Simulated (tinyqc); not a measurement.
Geometry optimisation on the unrestricted LDA (VWN5)/sto-6g surface (energies and gradients from PySCF), for CH3, spin multiplicity 2, step by step. Computed by tinyqc, a small Python program that keeps every step (integrals from PySCF). Settings: charge = 0, multiplicity = 2, basis = sto-6g, functional = lda,vwn, optimiser = bfgs, first Hessian = 0.3, largest step = 0.1, iteration cap = 30. Command: `OMP_NUM_THREADS=1 python tinyqc.py 30391 30392 out.jsonl` (the two numbers bound the seeds that draw the settings). One thread of a shared host (Intel(R) Xeon(R) Processor @ 2.60GHz), about 7 s of CPU time with the checks.

## Step 1: energy and gradient

positions at the start (bohr), order 1C, 2H, 3H, 4H:
```
[[-0.034015, 0.030236, 0.211649],
 [2.120273, -0.043464, -0.020787],
 [-1.003445, 1.766894, 0.035905],
 [-1.041239, -1.678077, 0.066140]]
```

Self-consistent energy and analytic gradient at these positions.

energy = -39.30365984 hartree

gradient (hartree/bohr), order 1C, 2H, 3H, 4H:
```
[[-0.07070801, 0.00089093, 0.00174145],
 [0.04005003, -0.00354019, -0.00505518],
 [0.01277935, -0.02658523, 0.00189567],
 [0.01787822, 0.02923406, 0.00141794]]
```

## Step 1: move

Quasi-Newton step p = -H^(-1) g (first H = 0.3 times the unit matrix); steps longer than 0.1 bohr are cut back (factor 0.322 here).

positions after step 1 (bohr), order 1C, 2H, 3H, 4H:
```
[[0.041812, 0.029280, 0.209782],
 [2.077323, -0.039667, -0.015366],
 [-1.017149, 1.795404, 0.033872],
 [-1.060412, -1.709427, 0.064620]]
```

## Step 2: energy and gradient

As before.

energy = -39.30777793 hartree

gradient (hartree/bohr), order 1C, 2H, 3H, 4H:
```
[[0.01342063, 0.00135548, 0.00197889],
 [-0.00413449, -0.00194768, 0.00010318],
 [-0.00601049, -0.00040233, -0.00092701],
 [-0.00327580, 0.00099402, -0.00115656]]
```

## Step 2: move

inverse Hessian in use (bohr^2/hartree):
```
[[1.800419, -0.016989, -0.017239, 0.785704, -0.014371, -0.089203, 0.362415, -0.446618, 0.054603, 0.384792, 0.477983, 0.051872],
 [-0.016989, 3.334005, 0.001111, 0.010663, -0.001637, -0.001472, 0.001995, -0.008022, 0.000285, 0.004331, 0.008987, 0.000074],
 [-0.017239, 0.001111, 3.335112, 0.011798, -0.002399, -0.001735, 0.001013, -0.009677, 0.000130, 0.004428, 0.010964, -0.000175],
 [0.785704, 0.010663, 0.011798, 2.935063, 0.004006, 0.044623, -0.190355, 0.221930, -0.028715, -0.197076, -0.236602, -0.027725],
 [-0.014371, -0.001637, -0.002399, 0.004006, 3.335737, -0.000007, 0.006871, 0.001092, 0.001062, 0.003493, -0.001859, 0.001346],
 [-0.089203, -0.001472, -0.001735, 0.044623, -0.000007, 3.328414, 0.022225, -0.024264, 0.003357, 0.022354, 0.025742, 0.003300],
 [0.362415, 0.001995, 0.001013, -0.190355, 0.006871, 0.022225, 3.252404, 0.112815, -0.012157, -0.091129, -0.121682, -0.011087],
 [-0.446618, -0.008022, -0.009677, 0.221930, 0.001092, -0.024264, 0.112815, 3.214190, 0.017052, 0.111873, 0.126076, 0.016901],
 [0.054603, 0.000285, 0.000130, -0.028715, 0.001062, 0.003357, -0.012157, 0.017052, 3.331507, -0.013731, -0.018399, -0.001662],
 [0.384792, 0.004331, 0.004428, -0.197076, 0.003493, 0.022354, -0.091129, 0.111873, -0.013731, 3.236748, -0.119699, -0.013059],
 [0.477983, 0.008987, 0.010964, -0.236602, -0.001859, 0.025742, -0.121682, 0.126076, -0.018399, -0.119699, 3.200127, -0.018322],
 [0.051872, 0.000074, -0.000175, -0.027725, 0.001346, 0.003300, -0.011087, 0.016901, -0.001662, -0.013059, -0.018322, 3.331869]]
```

Quasi-Newton step p = -H^(-1) g (the inverse Hessian comes from BFGS updates; coordinates in the order x, y, z of each atom); steps longer than 0.1 bohr are cut back.

positions after step 2 (bohr), order 1C, 2H, 3H, 4H:
```
[[0.023830, 0.025042, 0.203462],
 [2.077355, -0.032896, -0.014144],
 [-1.003401, 1.804598, 0.036015],
 [-1.056209, -1.721152, 0.067579]]
```

## Step 3: energy and gradient

As before.

energy = -39.30802871 hartree

gradient (hartree/bohr), order 1C, 2H, 3H, 4H:
```
[[0.00064601, 0.00020501, 0.00226200],
 [0.00283781, -0.00132472, -0.00078535],
 [-0.00280645, -0.00086898, -0.00069778],
 [-0.00067746, 0.00198817, -0.00077984]]
```

## Step 3: move

inverse Hessian in use (bohr^2/hartree):
```
[[2.190648, 0.069674, 0.535256, 1.361763, -0.366761, -0.266893, -0.397393, -0.702998, -0.120116, 0.178289, 0.999962, -0.148469],
 [0.069674, 3.353179, 0.129461, 0.146441, -0.082691, -0.042990, -0.173022, -0.065733, -0.040261, -0.043098, 0.128549, -0.046269],
 [0.535256, 0.129461, 3.675281, 0.213533, -0.282652, -0.092415, -0.583592, -0.312151, -0.110781, -0.165218, 0.465260, -0.138944],
 [1.361763, 0.146441, 0.213533, 2.933022, -0.212546, 0.005741, -0.629970, -0.072509, -0.097144, -0.331498, 0.138559, -0.122290],
 [-0.366761, -0.082691, -0.282652, -0.212546, 3.545792, 0.080866, 0.450056, 0.202679, 0.091338, 0.129266, -0.332380, 0.110597],
 [-0.266893, -0.042990, -0.092415, 0.005741, 0.080866, 3.350764, 0.189441, 0.070453, 0.033248, 0.071717, -0.108306, 0.041794],
 [-0.397393, -0.173022, -0.583592, -0.629970, 0.450056, 0.189441, 4.186133, 0.544775, 0.176424, 0.174597, -0.821670, 0.218030],
 [-0.702998, -0.065733, -0.312151, -0.072509, 0.202679, 0.070453, 0.544775, 3.374347, 0.113162, 0.230745, -0.177887, 0.128693],
 [-0.120116, -0.040261, -0.110781, -0.097144, 0.091338, 0.033248, 0.176424, 0.113162, 3.367611, 0.040843, -0.164213, 0.043316],
 [0.178289, -0.043098, -0.165218, -0.331498, 0.129266, 0.071717, 0.174597, 0.230745, 0.040843, 3.311955, -0.316874, 0.052737],
 [0.999962, 0.128549, 0.465260, 0.138559, -0.332380, -0.108306, -0.821670, -0.177887, -0.164213, -0.316874, 3.714940, -0.192987],
 [-0.148469, -0.046269, -0.138944, -0.122290, 0.110597, 0.041794, 0.218030, 0.128693, 0.043316, 0.052737, -0.192987, 3.387243]]
```

As before.

positions after step 3 (bohr), order 1C, 2H, 3H, 4H:
```
[[0.012837, 0.022566, 0.190591],
 [2.064868, -0.024302, -0.010119],
 [-0.984990, 1.811451, 0.040105],
 [-1.051140, -1.734122, 0.072340]]
```

## Convergence

Stop when the largest gradient component is below 3e-5 hartree/bohr. The inverse Hessian follows the BFGS update with s = step, y = change of gradient.

Course of the optimisation:
```
step   E (hartree)  largest gradient (hartree/bohr)
1     -39.30365984                         7.07e-02
2     -39.30777793                         1.34e-02
3     -39.30802871                         2.84e-03
4     -39.30813845                         2.41e-03
5     -39.30814935                         5.92e-03
6     -39.30818239                         1.98e-03
7     -39.30820120                         1.21e-03
8     -39.30823732                         7.73e-04
9     -39.30826624                         5.50e-04
10    -39.30827321                         2.06e-04
11    -39.30827354                         3.39e-05
12    -39.30827355                         9.43e-06
```

Final distances (angstrom):
```
pair   distance
2H-1C  1.089220
3H-1C  1.089212
3H-2H  1.886540
4H-1C  1.089223
4H-2H  1.886646
4H-3H  1.886559
```

Converged in 12 steps.
